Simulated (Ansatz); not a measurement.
Elements on the sites of an ideal fluorite lattice, at a guessed lattice constant:

```xyz
15
Lattice="-4.7740 0.0000 0.0000 -2.3870 4.7740 2.3870 -2.3870 2.3870 -4.7740" Properties=species:S:1:pos:R:3 pbc="T T T"
O    -5.9675    3.5805   -3.5805
O    -3.5805    3.5805   -1.1935
O    -5.9675    3.5805    1.1935
O    -5.9675    5.9675   -1.1935
O    -1.1935    1.1935   -1.1935
O    -8.3545    5.9675   -1.1935
O    -3.5805    1.1935   -1.1935
O    -3.5805    3.5805   -3.5805
O    -5.9675    3.5805   -1.1935
O    -3.5805    3.5805    1.1935
Ti   -4.7740    2.3870   -2.3870
Ti   -7.1610    4.7740   -2.3870
Ti   -4.7740    4.7740    0.0000
Sn    0.0000    0.0000    0.0000
Sn   -2.3870    2.3870    0.0000
```

Cell and atoms were relaxed without symmetry on coarser meshes and computed once more. Method: DFT PBEsol, scalar-relativistic, plane waves, PAW in Ansatz.

Plane waves to 420 eV, a k mesh through Γ of 5×4×4 on the computed 15-atom cell and Gaussian smearing (0.02 eV); no spin polarisation.

The relaxation ran on 2×2×2 (shifted) and then 4×3×3 k points with a smearing of 0.1 eV, from sites shaken by 0.02 Å.

What does the relaxation give?

A volume of 10.47 Å³/atom and a gap on the mesh of 2.48 eV. It lies 2.39 eV/atom below the elements' standard states (static lattices, no corrections for gases). The atoms leave their sites by 0.41 Å (root mean square) and 0.58 Å at most, and the cell stretches by up to 5.4 % at fixed volume.

```xyz
15
Lattice="-4.9320 -0.2049 -0.0740 -2.2243 4.9528 2.6330 -2.4375 2.2802 -5.0869" Properties=species:S:1:pos:R:3 pbc="T T T"
O    -6.0153    3.3124   -3.9621
O    -3.7551    3.2060   -0.9240
O    -5.6112    3.3270    0.8769
O    -6.2477    6.1764   -1.2317
O    -1.1198    1.4743   -1.0568
O    -3.7364    5.7011   -1.4883
O    -3.7232    0.7499   -1.5748
O    -3.5242    3.5763   -3.3464
O    -6.0490    3.7411   -1.5875
O    -3.2691    3.6914    1.5488
Ti   -4.6728    2.3246   -2.2886
Ti   -7.1410    4.9068   -2.6794
Ti   -5.0578    4.7547   -0.3572
Sn   -7.4140    2.2126   -5.0310
Sn   -2.3005    2.4046    0.2775
```

The gap is read on a mesh, which can miss the band edges, so it can be too wide.

Cost: 2 runs of about 3.8 core-minutes in all (earlier runs that led there not counted), on Arm Neoverse V2 (shared hosts).